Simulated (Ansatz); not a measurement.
# Structure relaxation of CaAl₆C

Theory: Ansatz, DFT PBE, scalar-relativistic, plane waves, PAW. Cutoff 420 eV, Γ-centred k mesh, Gaussian smearing, no spin polarisation in the final step.

CaAl₆C was placed on the sites of a reported KAsF6 cell (R-3m, No. 166), with Ca in place of K, C in place of As, Al in place of F, at a guessed volume.

```xyz
8
Lattice="3.7183 2.1468 2.4394 -3.7183 2.1468 2.4394 0.0000 -4.2935 2.4394" Properties=species:S:1:pos:R:3 pbc="T T T"
Ca    0.0000    0.0000    3.6591
Al    0.0000   -2.8380    3.5518
Al    2.4578    1.4190    3.5518
Al   -2.4578    1.4190    3.5518
Al   -2.4578   -1.4190    3.7665
Al    0.0000    2.8380    3.7665
Al    2.4578   -1.4190    3.7665
C     0.0000    0.0000    0.0000
```

Steps on the 6×6×6 mesh (8 atoms). 7 of 8 steps are shown, and the free energy counts from the last. Trial steps that were taken back and renewals of the plane-wave basis can be among the rows.

| step | ΔF (meV/atom) | V (Å³/atom) | P (GPa) | largest force component (eV/Å) |
| --- | --- | --- | --- | --- |
| 1 | 442.1 | 14.60 | 29.81 | 4.034 |
| 2 | 172.0 | 15.82 | 15.61 | 2.181 |
| 3 | 21.2 | 17.06 | 3.98 | 0.558 |
| 4 | 6.0 | 17.73 | 0.79 | 0.113 |
| 5 | 5.1 | 17.84 | 0.12 | 0.020 |
| 6 | 0.1 | 17.84 | 0.44 | 0.016 |
| 8 | 0.0 | 18.02 | -0.14 | 0.033 |

A final relaxation ran on a 6×6×6 mesh. The relaxed crystal, R-3m (No. 166):

```cif
data_structure
_symmetry_space_group_name_H-M 'R-3m:H'
_symmetry_Int_Tables_number 166
_cell_length_a 7.8637
_cell_length_b 7.8637
_cell_length_c 8.0539
_cell_angle_alpha 90.000
_cell_angle_beta 90.000
_cell_angle_gamma 120.000
_cell_volume 431.31
loop_
_atom_site_label
_atom_site_type_symbol
_atom_site_symmetry_multiplicity
_atom_site_Wyckoff_symbol
_atom_site_fract_x
_atom_site_fract_y
_atom_site_fract_z
_atom_site_occupancy
Ca1 Ca 3 b 0.00000 0.00000 0.50000 1
Al1 Al 18 h 0.78812 0.57623 0.49293 1
C1 C 3 a 0.00000 0.00000 0.00000 1
```

```json
{
  "Volume per atom": "17.97 Å³",
  "Density": "2.47 g/cm³",
  "Energy over the elements": "0.22 eV/atom",
  "Gap on the 6×6×6 mesh": "0 eV (a metal)"
}
```

Formation energies are uncorrected and refer to the elements' standard structures at the same level.

The final run used a 6×6×6 mesh on its 8-atom cell and 0.10 eV smearing. The k mesh leaves about 4 meV/atom of noise in metals.

Symmetry constrained the relaxation, so the result can be a saddle point.

Cost: 3 runs of about 2.4 core-minutes in all, on Arm Neoverse N1 (shared hosts).